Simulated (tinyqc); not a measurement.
RKS/B3LYP (VWN-RPA form) in the sto-6g basis, for H2O, spin multiplicity 1, step by step (part 2 of 2). Computed by tinyqc, a small Python program that keeps every step (integrals from PySCF). Command: `OMP_NUM_THREADS=1 python tinyqc.py 30472 30473 out.jsonl` (the two numbers bound the seeds that draw the settings). One thread of a shared host (Intel(R) Xeon(R) Processor @ 2.60GHz), about 1 s of CPU time with the checks.

Geometry (angstrom):

| atom | x | y | z |
|---|---|---|---|
| O | 0.000000 | 0.000000 | 0.000000 |
| H | 0.000000 | 0.802000 | 0.749000 |
| H | 0.000000 | -0.782000 | 0.730000 |

## Iteration 2: diagonalisation and new density

Kohn-Sham matrix F (hartree), lower triangle:
```
             1O 1s      1O 2s     1O 2px     1O 2py     1O 2pz      2H 1s      3H 1s
1O 1s   -18.844811
1O 2s    -4.606451  -1.795451
1O 2px    0.000000   0.000000  -0.008158
1O 2py    0.000457   0.004645   0.000000  -0.072205
1O 2pz   -0.022572  -0.152921   0.000000   0.003143  -0.064429
2H 1s    -0.802272  -0.609152   0.000000  -0.210226  -0.242233  -0.358457
3H 1s    -0.854879  -0.638746   0.000000   0.217595  -0.249258  -0.245292  -0.373890
```

X, lower triangle:
```
            1O 1s      1O 2s    1O 2px     1O 2py     1O 2pz      2H 1s     3H 1s
1O 1s    1.022377
1O 2s   -0.133104   1.163605
1O 2px   0.000000   0.000000  1.000000
1O 2py   0.000317  -0.004545  0.000000   1.067752
1O 2pz  -0.007821   0.083028  0.000000  -0.002312   1.048297
2H 1s    0.017000  -0.219090  0.000000  -0.168093  -0.128741   1.134422
3H 1s    0.017680  -0.234580  0.000000   0.175132  -0.136090  -0.081295  1.146865
```

Diagonalise F' = X^T F X, C = X C', fill 5 alpha and 5 beta electrons from the bottom; D = 2 C_occ C_occ^T. Each column has its largest component positive (the first on a tie).

F' = X^T F X (hartree), lower triangle:
```
            1          2          3          4          5          6          7
1  -18.528963
2   -2.389033  -0.852824
3    0.000000   0.000000  -0.008158
4    0.000578  -0.001855   0.000000   0.067369
5   -0.033199  -0.020977   0.000000  -0.000947   0.034458
6   -0.115699  -0.278196   0.000000  -0.248802  -0.204497  -0.083883
7   -0.129448  -0.296611   0.000000   0.257521  -0.214181  -0.074265  -0.074547
```

orbital energies (hartree): MO1 -18.848968, MO2 -0.806119, MO3 -0.328562, MO4 -0.161195, MO5 -0.008158, MO6 0.313640, MO7 0.392814

coefficients C:
```
              MO1        MO2        MO3        MO4       MO5        MO6        MO7
1O 1s    0.996102  -0.208655  -0.001692  -0.139833  0.000000  -0.089903   0.015493
1O 2s    0.017788   0.775078   0.009991   0.716557  0.000000   0.596063  -0.108303
1O 2px   0.000000   0.000000   0.000000   0.000000  1.000000   0.000000   0.000000
1O 2py  -0.000119  -0.006053   0.535960   0.007074  0.000000   0.137523   0.944878
1O 2pz   0.003108   0.184710   0.000470  -0.592712  0.000000   0.859792  -0.127687
2H 1s   -0.003814   0.203885   0.534090  -0.395435  0.000000  -0.740075  -0.596428
3H 1s   -0.004065   0.215494  -0.517509  -0.393214  0.000000  -0.556053   0.805206
```

D after iteration 2, lower triangle:
```
            1O 1s      1O 2s    1O 2px     1O 2py    1O 2pz      2H 1s     3H 1s
1O 1s    2.110625
1O 2s   -0.488441   2.229232
1O 2px   0.000000   0.000000  2.000000
1O 2py  -0.001503   0.011460  0.000000   0.574680
1O 2pz   0.094870  -0.562974  0.000000  -0.010118  0.770871
2H 1s    0.016099  -0.240113  0.000000   0.564441  0.544556   0.966409
3H 1s    0.013695  -0.239957  0.000000  -0.562899  0.545222  -0.153908  0.937774
```

## Convergence

Stop when the energy changes by less than 1e-09 hartree and every element of the error matrix X^T (F D S - S D F) X is below 9e-06.

Course of the cycle:

| iteration | E (hartree) | change | largest element of the error matrix |
|---|---|---|---|
| 1 | -76.48769622 | - | 1.02e+00 |
| 2 | -75.99846036 | 4.89e-01 | 2.16e-01 |
| 3 | -75.99206626 | 6.39e-03 | 2.21e-01 |
| 4 | -75.98735242 | 4.71e-03 | 2.30e-01 |
| 5 | -75.97722471 | 1.01e-02 | 2.45e-01 |
| 6 | -75.97251398 | 4.71e-03 | 2.53e-01 |
| 7 | -75.96083234 | 1.17e-02 | 2.68e-01 |
| 8 | -75.95655481 | 4.28e-03 | 2.74e-01 |
| 9 | -75.94349462 | 1.31e-02 | 2.90e-01 |
| 10 | -75.94012251 | 3.37e-03 | 2.95e-01 |
| 11 | -75.92596537 | 1.42e-02 | 3.10e-01 |
| 12 | -75.92394975 | 2.02e-03 | 3.13e-01 |
| 13 | -75.90903315 | 1.49e-02 | 3.28e-01 |
| 14 | -75.90872652 | 3.07e-04 | 3.29e-01 |
| ... | ... | ... | ... |
| 60 | -75.83735855 | -1.36e-02 | 3.92e-01 |
| 61 | -75.82369271 | 1.37e-02 | 4.03e-01 |
| 62 | -75.83733306 | -1.36e-02 | 3.92e-01 |
| 63 | -75.82366888 | 1.37e-02 | 4.03e-01 |
| 64 | -75.83731425 | -1.36e-02 | 3.92e-01 |
| 65 | -75.82365130 | 1.37e-02 | 4.03e-01 |
| 66 | -75.83730038 | -1.36e-02 | 3.92e-01 |
| 67 | -75.82363833 | 1.37e-02 | 4.03e-01 |
| 68 | -75.83729016 | -1.37e-02 | 3.92e-01 |
| 69 | -75.82362877 | 1.37e-02 | 4.03e-01 |
| 70 | -75.83728261 | -1.37e-02 | 3.92e-01 |
| 71 | -75.82362171 | 1.37e-02 | 4.03e-01 |
| 72 | -75.83727705 | -1.37e-02 | 3.92e-01 |
| 73 | -75.82361651 | 1.37e-02 | 4.03e-01 |

PySCF RKS in the same basis, fine grid = -76.04008185 hartree

Not converged within the cap of 73 iterations: the residual has stopped falling: the iteration swings between two states. Reruns (cap 100 unless said): DIIS 8: converged in 8; damping 0.5: converged in 30; level shift 0.5: converged in 13; atomic densities as start, DIIS 8: converged in 8; the original settings with a cap of 400: not converged.
